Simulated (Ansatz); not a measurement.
Two structures of MgNH₄Cl, closed shell, reached by relaxing down either side of one saddle point (PBE0-D4/def2-TZVP). Energies are electronic, without zero-point energy. Computed with Ansatz 0.2.0 (basis: def2-TZVPP and def2-QZVPP); correlated methods freeze the cores. The outer core shell of Li, Na, Mg and K is correlated. The def2 sets are not built for correlating such inner shells, so the correlated values are less sure here. Extrapolation: Hartree–Fock as exp(−7.88 √X), correlation as X^−2.97. First:

```
7
angstrom
Mg -0.3731 0.2349 -0.7310
N 1.2425 -0.5929 -0.2490
Cl -2.1402 1.1709 -1.6306
H -0.7987 0.3134 1.5381
H -1.4405 0.6085 1.2751
H 1.5282 -0.8717 0.6774
H 1.9818 -0.8633 -0.8802
```

Second:

```xyz
7
angstrom
Mg -1.1203 0.6041 0.0290
N 0.8077 -0.4012 0.1642
Cl -1.4182 0.3551 -2.1725
H 1.2250 -0.4590 1.0870
H -1.6793 1.1824 1.5382
H 0.7153 -1.3460 -0.1968
H 1.4698 0.0646 -0.4492
```

Task: Which bonds change from the first to the second?

Result: MgNH₂Cl ([NH2][Mg][Cl]) + H₂ → MgHCl ([MgH][Cl]) + NH₃ (still joined by a long Mg–N bond); bonds formed: Mg1–H5, N2–H4; bonds broken: H4–H5; bonds weakened to dative contacts: Mg1–N2.

Task: Give the saddle point's structure and its height above each. (To be estimated.)

Result: The calculation gives: 64.4 kJ/mol above the first and 114.3 kJ/mol above the second (CCSD(T) at an estimated basis limit (MP2 extrapolated from triple and quadruple zeta, plus CCSD(T) − MP2 in triple zeta)).
| atom | x (Å) | y (Å) | z (Å) |
| --- | --- | --- | --- |
| Mg1 | -0.8024 | 0.3212 | -0.5757 |
| N2 | 0.8974 | -0.4607 | 0.0875 |
| Cl3 | -2.2743 | 0.8225 | -2.1171 |
| H4 | 0.0639 | 0.1636 | 1.0790 |
| H5 | -0.7483 | 0.6410 | 1.3345 |
| H6 | 1.0543 | -1.4523 | 0.2262 |
| H7 | 1.8093 | -0.0353 | -0.0346 |

T1 diagnostic: at most 0.010. The end structure is not quite a true minimum (one mode of 48i cm⁻¹).

Labels in which every atom is bracketed show which atoms are joined, not bond orders.

For scale, one of the runs: CCSD(T)/def2-TZVPP, 161 basis functions, launched by `ansatz run in.yaml --threads 2 --pin off --events-out ev --progress --plain --max-ram 4352MiB`. Hardware: 2 CPU threads of an Intel Xeon, shared host. Wall time 27 s; peak host memory 1.4 GiB.
